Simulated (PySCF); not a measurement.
Gas-phase reaction: 2 Al(CH3)2Cl = 2 AlH2Cl + C4H8 (isobutene)

Method: PySCF energies plus ideal-gas RRHO corrections (1 bar). † marks an energy on the PBE0/def2-TZVP geometry and frequencies; other levels use their own. MP2 and CCSD(T) freeze the core. All species are closed-shell singlets. Al(CH3)2Cl, AlH2Cl: computed as isolated molecules; such fragments, hydroxides, amides, oligomers or adducts are transient or little studied in the gas. MP2 isn't extrapolated to the basis-set limit. CCSD(T) isn't extrapolated to the basis-set limit.

```tsv
level	ΔH°(298 K), kJ
CCSD(T)/def2-SVP†	[?]
MP2/def2-SVP†	228
PBE/def2-TZVP†	256
PBE0/def2-TZVP	262
LDA/def2-TZVP†	[?]
ωB97X-V/def2-TZVP†	[?]
```

**Question.** Complete the blanks.

**Answer.** 
- CCSD(T)/def2-SVP†, ΔH°(298 K), kJ: 207
- LDA/def2-TZVP†, ΔH°(298 K), kJ: 279
- ωB97X-V/def2-TZVP†, ΔH°(298 K), kJ: 252
